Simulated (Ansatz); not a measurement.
The input, for Ansatz 0.2.0:

```yaml
crystal:
  periodic: [false, false, false]
  atoms:
    - {symbol: B, position_ang: [0.000000, 0.000000, -3.041000]}
    - {symbol: Al, position_ang: [0.000000, 0.000000, -1.104000]}
    - {symbol: H, position_ang: [0.000000, 0.000000, 4.145000]}
basis:
  gaussian: {orbitals: 6-31G}
magnetization: {spin_polarized: false, initial_magnetization: 3}
correlation: {method: ccsdtq, electrons: outside_noble_gas}
```

```sh
$ ansatz run in.yaml --threads 1 --pin off --events-out ev --progress --plain --max-ram 2393MiB
```

Problem. Roughly how long does this take on 1 thread of Arm Neoverse V1, shared host, and how much host memory?

Solution. 21 s wall and 0.17 GiB.

```
488 factors; integrals over basis functions are off by at most 1.8e-7 eV
mean field evaluation 1: about -7261.4616 eV, gradient 6.0e0 eV
mean field evaluation 2: about -7261.4646 eV, gradient 6.0e0 eV
mean field evaluation 4: about -7262.0352 eV, gradient 1.5e0 eV
mean field evaluation 8: about -7262.1742 eV, gradient 6.4e-2 eV
mean field evaluation 16: about -7262.2024 eV, gradient 3.5e-1 eV
mean field evaluation 32: about -7262.0293 eV, gradient 1.5e0 eV
mean field evaluation 64: about -7259.7288 eV, gradient 2.4e-3 eV
mean field evaluation 96: about -7262.1727 eV, gradient 2.7e-6 eV
mean field evaluation 128: about -7260.5746 eV, gradient 1.7e-6 eV
mean field evaluation 160: about -7261.0336 eV, gradient 5.3e0 eV
...
cycle  23  -3.08591415 eV  change   -2.6e-6 eV  update   4.4e-6
cycle  24  -3.08591226 eV  change    1.9e-6 eV  update   3.6e-6
cycle  25  -3.08591096 eV  change    1.3e-6 eV  update   3.2e-6
cycle  26  -3.08591030 eV  change    6.6e-7 eV  update   2.8e-6
cycle  27  -3.08591092 eV  change   -6.2e-7 eV  update   2.7e-6
cycle  28  -3.08591243 eV  change   -1.5e-6 eV  update   2.7e-6
cycle  29  -3.08591214 eV  change    2.9e-7 eV  update   2.1e-6
cycle  30  -3.08591140 eV  change    7.5e-7 eV  update   1.4e-6
cycle  31  -3.08591107 eV  change    3.2e-7 eV  update   9.1e-7
cycle  32  -3.08591110 eV  change   -3.0e-8 eV  update   6.5e-7
Total energy: -7265.25858635 eV, -266.9933284793 hartree
```

For the same geometry and basis full CI lies 0.9 meV lower.
